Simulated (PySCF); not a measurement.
ethanol (C₂H₆O), SMILES CCO. Geometry optimised at PBE0-D3(BJ)/def2-TZVP. Other conformers were not sampled.

Level of theory: PBE0-D3(BJ)/def2-TZVP (PySCF 2.14.0).

Harmonic wavenumbers (cm⁻¹): 267, 287, 425, 804, 901, 1066, 1102, 1147, 1281, 1372, 1395, 1421, 1481, 1486, 1512, 3003, 3041, 3090, 3117, 3132, 3859. Rotational constants (GHz): 34.67, 9.285, 8.196; symmetry number 1.

Q: Work out the zero-point energy and the ideal-gas rigid-rotor harmonic-oscillator thermochemistry at 298.15 K and 1 atm.

A: ZPE = ½ Σ hcν = ½ × 35190 cm⁻¹ = 210.48 kJ/mol. H − E(el) = 224.18 kJ/mol. Entropy in J/(mol K): translation 156.51, rotation 93.41, vibration 19.37, total 269.29. G − E(el) = 143.89 kJ/mol. Cp = 64.77 J/(mol K).
